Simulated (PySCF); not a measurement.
CH₄ + N₂ → HCN + NH₃

Level: B3LYP in the def2-TZVP basis family, all electrons, no relativity, computed in PySCF with density fitting; open shells unrestricted.

| species | state and structure | E (Eh) | ZPE (kJ/mol) | H(298 K) − H(0) (kJ/mol) | S° (J/(mol K)) |
| --- | --- | --- | --- | --- | --- |
| CH₄ | singlet, Td, C–H 1.089 Å (×4) | -40.53759 | 117.1 | 10.0 | 186.1 |
| N₂ | singlet, D∞h, N–N 1.091 Å | -109.57326 | 14.7 | 8.7 | 191.5 |
| HCN | singlet, C∞v, C–H 1.067 Å, C–N 1.146 Å; H–C–N 180.0° | -93.46425 | 43.0 | 9.1 | 201.2 |
| NH₃ | singlet, C3v, N–H 1.014 Å (×3); H–N–H 107.3° (×3) | -56.58572 | 89.8 | 10.0 | 192.5 |

(1) What is the electronic reaction energy?

(2) Add zero-point, thermal and entropy terms for 298.15 K and 1 bar.

Answers

(1) At B3LYP/def2-TZVP, ΔE = 159.8 kJ/mol from the differences of the total energies times 2625.5, uphill. 

(2) ΔZPE = 1.0 and Δ[H(298) − H(0)] = 0.4 kJ/mol give ΔH° = 161.2 kJ/mol. ΔS° = 16.1 J/(mol K), so ΔG° = 161.2 − 298.15 × (0.0161) = 156 kJ/mol.

The structures come from searches over a few start shapes, so lower isomers are not excluded.
